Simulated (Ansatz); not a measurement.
Predict the output of the script below (the Python package of Ansatz (0.2.0)).

`fh4si2_relaxed_scan.py`
```python
"""One bond of FH4Si2 held at set lengths while the rest relaxes."""

import ansatz as az
import numpy as np

BASIS = "def2-SVP"
XC = "PBE0"

GEOMETRY = """
F    -0.38650   -2.04610    1.29750
Si   -0.31960   -1.35680   -0.17880
Si    0.41640    0.81400   -0.09280
H    -1.57230   -1.41890   -0.84490
H     0.57520    1.36330   -1.47130
H    -0.47570    1.70350    0.69070
H     1.82380    0.87290    0.55390
"""

geometry = az.Crystal.molecule()
for line in GEOMETRY.strip().splitlines():
    symbol, *xyz = line.split()
    geometry = geometry.atom(symbol, [float(v) for v in xyz])

model = (
    geometry.calculation()
    .basis(gaussian=BASIS)
    .functional(XC)
    .spin("collinear", total=1)
)
symbols = [site.symbol for site in geometry.cartesian_sites]
pairs = [(0, 1), (1, 2), (1, 3), (2, 4), (2, 5), (2, 6)]
print("held (A)   E (eV)        ", "  ".join(f"{symbols[i]}{i}-{symbols[j]}{j}" for i, j in pairs))
for length in [1.37, 1.49, 1.61, 1.79, 2.01]:
    report = model.relax(constraints=[az.DistanceConstraint((2, 4), at=length)], force_tolerance=0.02, max_steps=60).run(threads=1, pin="off").report
    xyz = np.array(report["positions_ang"])
    print(f"{length:6.2f} {report['free_energy_ev']:14.5f}  ", "  ".join(f"{np.linalg.norm(xyz[i] - xyz[j]):.3f}" for i, j in pairs))
```

Running `python fh4si2_relaxed_scan.py` prints:
```text
held (A)   E (eV)         F0-Si1  Si1-Si2  Si1-H3  Si2-H4  Si2-H5  Si2-H6
DeckWarning: relax.constraints: the input's atoms, or those drawn, lie off the distances that are held; a relaxation that starts there is brought onto them ahead of its first SCF, by positions alone, an atom by 6.12e-2 Å at the most. With the symmetry detection on, the symmetry is detected on the input's atoms as so [...]
  1.37   -18520.36301   1.636  2.348  1.501  1.370  1.498  1.494
  1.49   -18520.53130   1.636  2.347  1.500  1.490  1.497  1.493
  1.61   -18520.43330   1.636  2.344  1.500  1.610  1.496  1.492
  1.79   -18520.02031   1.636  2.341  1.499  1.790  1.495  1.491
  2.01   -18519.33771   1.635  2.337  1.499  2.010  1.493  1.490
```
(Warnings from the package without file and line, shortened, repeats left out.)

Reading the output:
- These settings explore the input space; basis and method may be short of convergence.
- The energies are electronic: no zero-point or thermal terms, and the basis set is short of its limit.
- The species is open-shell (spin multiplicity 2).
- Wall time of the script: 120 s on 1 thread of Arm Neoverse V1, with other jobs on the host, peak memory 0.24 GiB.
